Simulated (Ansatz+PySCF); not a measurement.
singlet BH: levels of theory in one basis

```xyz
2

B     0.0000    0.0000   -0.3131
H     0.0000    0.0000    1.5655
```

Basis set: 6-31G (spherical functions). Correlated methods keep 1 orbital frozen. Charge 0, multiplicity 1.

Computed with Ansatz (development build ahead of 0.2.0); each method stands on the lowest determinant of its kind that the runs found.

```json
{"method": "RHF", "E − E(RHF) (eV)": "0.00", "<S²> of the determinant": "0.00"}
{"method": "UHF", "E − E(RHF) (eV)": "-0.06", "<S²> of the determinant": "0.34"}
{"method": "UHF-MP2", "E − E(RHF) (eV)": "-1.05", "<S²> of the determinant": "0.34"}
{"method": "RHF-CCSD", "E − E(RHF) (eV)": "-2.16", "<S²> of the determinant": "–"}
{"method": "UHF-CCSD", "E − E(RHF) (eV)": "-2.16", "<S²> of the determinant": "0.34"}
{"method": "RHF-CCSD(T)", "E − E(RHF) (eV)": "-2.19", "<S²> of the determinant": "–"}
{"method": "UHF-CCSD(T)", "E − E(RHF) (eV)": "-2.19", "<S²> of the determinant": "0.34"}
{"method": "full CI (lowest root of this spin)", "E − E(RHF) (eV)": "-2.20", "<S²> of the determinant": "–"}
```

What does RHF-MP2 give on the same scale?

-1.26 eV.

At such a shape the full CI root can have another spatial symmetry than the determinants, so the rows needn't describe one state.

Is a single determinant a sound starting point here?

Only with care. Unrestricted orbitals gain 0.06 eV and <S²> is 0.34 against 0.00 for a pure state, so spin symmetry breaks but gains little energy; restricted orbitals can still serve.

Caution for UHF, UHF-MP2, UHF-CCSD, UHF-CCSD(T): the unrestricted determinant is spin contaminated. Caution for RHF-MP2, UHF-MP2, RHF-CCSD, UHF-CCSD, RHF-CCSD(T), UHF-CCSD(T): bonds are stretched, where a single reference can fail. Caution for UHF-MP2: another reference gives a lower total.
